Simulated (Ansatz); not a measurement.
Reaction (SMILES): ClCl (Cl2) → Cl2- (doublet, bonded as ClCl) (an electron is taken up)
B3LYP-D3(BJ)/def2-TZVP geometries, fixed; electronic energies without zero-point terms; positive where energy is released.

Basis-set convergence of the adiabatic electron affinity at PBE with Ansatz (a quantum-chemistry and plane-wave program). All functions are spherical. The program fits the integrals of some runs and decomposes those of others, by size. Open shells are unrestricted. No added dispersion term, no relativity. Functions are those of the species that has most. Reference: the value in aug-cc-pV(5+d)Z, 2.556 eV, itself unsure by roughly 0.005 eV (its mean distance from aug-pcseg-3, aug-cc-pV(Q+d)Z, def2-QZVPPD). Deviations are taken from unrounded values.

```csv
basis,functions,adiabatic electron affinity (eV),minus reference (eV)
6-31G,26,3.548,0.992
pcseg-0,26,3.177,0.622
def2-SVP,36,2.015,-0.540
cc-pV(D+d)Z,46,2.302,-0.253
pcseg-2,68,2.510,-0.045
jun-cc-pV(T+d)Z,96,2.582,0.027
cc-pV(Q+d)Z,128,2.461,-0.094
pcseg-3,128,2.525,-0.031
def2-QZVPPD,158,2.563,0.007
```
